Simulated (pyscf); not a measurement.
# Routes from H₃Si–AsH–SiH₃ + H₂O

Candidate steps break at most two bonds and form at most two. Each was searched with GFN2-xTB (tblite) first. PySCF, gas phase, ωB97X-D3(BJ)/def2-SVP geometries. Energies: ωB97M-D3(BJ)/def2-TZVP, kJ/mol, from the separated reactants, singlet surface; ΔG‡ with ideal gas, 1 atm, RRHO with modes under 100 cm⁻¹ raised to 100, one conformer, R ln 2 for chiral ones without a mode under 150 cm⁻¹.

```tsv
products	type	ΔE‡	ΔE	ΔG‡ 298 K	ΔG‡ 900 K	ν‡ (cm⁻¹)
HO–SiH₂–AsH–SiH₃ + H₂	four-centre exchange	145.4	-66.2	184.7	279.3	1308i
HO–SiH₃ + H₃Si–AsH₂	four-centre exchange	148.4	-53.8	189.2	283.3	529i
```

Plain bond fissions and candidates not yet searched are not listed, and one of them may be faster. Each barrier is that of the saddle found; lower ones may exist. Elements up to Kr have no core potential and no relativistic terms here.
